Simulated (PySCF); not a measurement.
Basis and Hamiltonian dependence of the ionisation energy of F

F [He] 2s2 2p5 (2P) → F⁺ [He] 2s2 2p4 (3P). Calculated with PySCF 2.14 from differences of total energies of unrestricted determinants, without spin-orbit coupling. Values in eV.

```json
{"basis": "cc-pVDZ-DK", "Hamiltonian": "spin-free X2C", "functions": "14", "UHF": "15.624", "r2SCAN": "17.341", "PBE0": "n/a", "MP2 (valence)": "16.771", "CCSD(T) (valence)": "16.693", "CCSD(T) (valence and next inner shell)": "n/a"}
{"basis": "def2-SVP", "Hamiltonian": "non-relativistic", "functions": "14", "UHF": "15.772", "r2SCAN": "17.455", "PBE0": "17.346", "MP2 (valence)": "16.959", "CCSD(T) (valence)": "16.881", "CCSD(T) (valence and next inner shell)": "n/a"}
{"basis": "6-31G*", "Hamiltonian": "non-relativistic", "functions": "14", "UHF": "15.645", "r2SCAN": "n/a", "PBE0": "n/a", "MP2 (valence)": "16.866", "CCSD(T) (valence)": "16.802", "CCSD(T) (valence and next inner shell)": "n/a"}
{"basis": "jorge-DZP-DKH", "Hamiltonian": "spin-free X2C", "functions": "15", "UHF": "15.684", "r2SCAN": "17.497", "PBE0": "n/a", "MP2 (valence)": "16.844", "CCSD(T) (valence)": "16.795", "CCSD(T) (valence and next inner shell)": "n/a"}
{"basis": "Sapporo-DZP-2012", "Hamiltonian": "spin-free X2C", "functions": "18", "UHF": "15.622", "r2SCAN": "17.353", "PBE0": "17.225", "MP2 (valence)": "16.869", "CCSD(T) (valence)": "16.767", "CCSD(T) (valence and next inner shell)": "n/a"}
{"basis": "aug-cc-pVDZ", "Hamiltonian": "non-relativistic", "functions": "23", "UHF": "15.767", "r2SCAN": "17.623", "PBE0": "17.510", "MP2 (valence)": "17.167", "CCSD(T) (valence)": "17.115", "CCSD(T) (valence and next inner shell)": "n/a"}
{"basis": "ANO-RCC-VTZP", "Hamiltonian": "spin-free X2C", "functions": "30", "UHF": "15.659", "r2SCAN": "17.521", "PBE0": "17.422", "MP2 (valence)": "17.241", "CCSD(T) (valence)": "17.191", "CCSD(T) (valence and next inner shell)": "17.198"}
{"basis": "cc-pVTZ-DK", "Hamiltonian": "spin-free X2C", "functions": "30", "UHF": "15.639", "r2SCAN": "n/a", "PBE0": "n/a", "MP2 (valence)": "17.181", "CCSD(T) (valence)": "17.118", "CCSD(T) (valence and next inner shell)": "n/a"}
{"basis": "x2c-QZVPPall with one added diffuse shell each of s, p, d, f type", "Hamiltonian": "spin-free X2C", "functions": "73", "UHF": "15.638", "r2SCAN": "17.520", "PBE0": "17.427", "MP2 (valence)": "17.359", "CCSD(T) (valence)": "17.312", "CCSD(T) (valence and next inner shell)": "17.324"}
{"basis": "aug-cc-pCVTZ-DK with one added diffuse shell each of s, p, d, f type", "Hamiltonian": "spin-free X2C", "functions": "75", "UHF": "15.654", "r2SCAN": "17.548", "PBE0": "17.446", "MP2 (valence)": "17.305", "CCSD(T) (valence)": "17.257", "CCSD(T) (valence and next inner shell)": "17.272"}
{"basis": "dyall-acv3z", "Hamiltonian": "spin-free X2C", "functions": "76", "UHF": "15.637", "r2SCAN": "17.528", "PBE0": "17.431", "MP2 (valence)": "17.289", "CCSD(T) (valence)": "17.243", "CCSD(T) (valence and next inner shell)": "17.255"}
{"basis": "aug-cc-pwCVQZ", "Hamiltonian": "non-relativistic", "functions": "109", "UHF": "15.653", "r2SCAN": "17.540", "PBE0": "17.447", "MP2 (valence)": "17.403", "CCSD(T) (valence)": "n/a", "CCSD(T) (valence and next inner shell)": "n/a"}
{"basis": "aug-cc-pCVQZ-DK", "Hamiltonian": "spin-free X2C", "functions": "109", "UHF": "15.638", "r2SCAN": "17.527", "PBE0": "17.434", "MP2 (valence)": "17.388", "CCSD(T) (valence)": "n/a", "CCSD(T) (valence and next inner shell)": "n/a"}
{"basis": "aug-cc-pV5Z", "Hamiltonian": "non-relativistic", "functions": "127", "UHF": "15.651", "r2SCAN": "17.536", "PBE0": "17.442", "MP2 (valence)": "17.438", "CCSD(T) (valence)": "n/a", "CCSD(T) (valence and next inner shell)": "n/a"}
```

Frozen in the all-electron rows: valence: 1s2; valence and next inner shell: nothing.

Reference for a calculation without spin-orbit coupling: 17.427 eV (measured, between term centres; NIST).
